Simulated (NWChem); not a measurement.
## Converging the integration grid for SiH2OF (SMILES O[SiH]F)

SiH2OF: 5 atoms, total charge 0, spin state doublet. As SMILES, `O[SiH]F`. The shape is that of a PBE0-D4/def2-TZVP optimisation. This is one conformer, not always the lowest.

```xyz
5

O    -0.6152   -0.8846   -0.2763
Si    0.2839    0.2457    0.4931
F     0.2070    1.6465   -0.2831
H    -1.5645   -0.7651   -0.3380
H     1.6888   -0.2426    0.4044
```

Program: NWChem 7.3.0. Method: UCAM-B3LYP/def2-SVP. Swept: integration grid. Watched: the electronic atomisation energy. Each run: energy. Hardware: 1 thread of AMD EPYC 9R45 (Zen 5), shared host.

The last row is the best point of the sweep, not the limit.

**Question.** The candidates, from coarse to fine: xcoarse; coarse; medium; fine; xfine; huge. Estimate which is the coarsest that holds the electronic atomisation energy within 0.001 eV of the last.

**Answer.** coarse: it is 0.0009 eV off and takes 8.1 s, against 34 s for huge.

```json
{"integration grid": "xcoarse", "value (eV)": "17.9797", "from the best (eV)": "-0.0419", "wall time": "7.7 s"}
{"integration grid": "coarse", "value (eV)": "18.0224", "from the best (eV)": "+0.0009", "wall time": "8.1 s"}
{"integration grid": "medium", "value (eV)": "18.0218", "from the best (eV)": "+0.0003", "wall time": "9.4 s"}
{"integration grid": "fine", "value (eV)": "18.0215", "from the best (eV)": "0.0000", "wall time": "11 s"}
{"integration grid": "xfine", "value (eV)": "18.0215", "from the best (eV)": "0.0000", "wall time": "17 s"}
{"integration grid": "huge", "value (eV)": "18.0215", "from the best (eV)": "0.0000", "wall time": "34 s"}
```
